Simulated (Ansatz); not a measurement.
Energy needed to pull apart C2H5N (SMILES CC=N), singlet, into free ground-state atoms, from the structure below (displaced at random from its PBE0-D4/def2-TZVP minimum); no zero-point or spin–orbit terms; open-shell atoms are treated unrestricted, in their ground-state multiplicity.

C1  (-0.488, 0.585, -0.276)
C2  (0.786, 0.024, 0.374)
N3  (0.751, -1.340, 0.586)
H4  (-0.203, 0.958, -1.255)
H5  (-1.372, 0.127, -0.362)
H6  (-0.939, 1.478, 0.345)
H7  (1.562, 0.471, 0.514)
H8  (-0.169, -1.866, 0.365)
(Å)

Ansatz 0.2.0; basis: def2-TZVPP; cores frozen in the correlated methods.

```tsv
method	atomization energy (kcal/mol)
PBE-D4	712.0
r2SCAN-D4	?
PBE0-D4	693.1
wB97M-V	693.0
HF	474.5
MP2	?
CCSD	660.2
CCSD(T)	672.8
```

Q: What does MP2 give? (Judge from chemistry; the value comes from the calculation.)

A: The calculation gives: 679.7 kcal/mol, which is about 6.9 kcal/mol more than CCSD(T)/def2-TZVPP.

Q: What does r2SCAN-D4 give? (An estimate is asked for; the value comes from the calculation.)

A: Computed: 689.2 kcal/mol, which is about 16.5 kcal/mol more than CCSD(T)/def2-TZVPP.

In triple zeta the MP2 and coupled-cluster atomization energies are still short of their basis limit by a few kcal/mol a bond, whereas those of the functionals are nearly converged, so these differences are not deviations from converged CCSD(T).

No T1 diagnostic of these runs exceeds 0.014. The restricted Hartree–Fock reference is unstable towards an unrestricted one here.

For scale, one of the runs: CCSD(T)/def2-TZVPP forces, 163 basis functions (an equivalent command: `ansatz run in.yaml --threads 2`). The run took 2 min on 2 CPU threads (shared host), with 2.4 GiB of host memory at its peak.
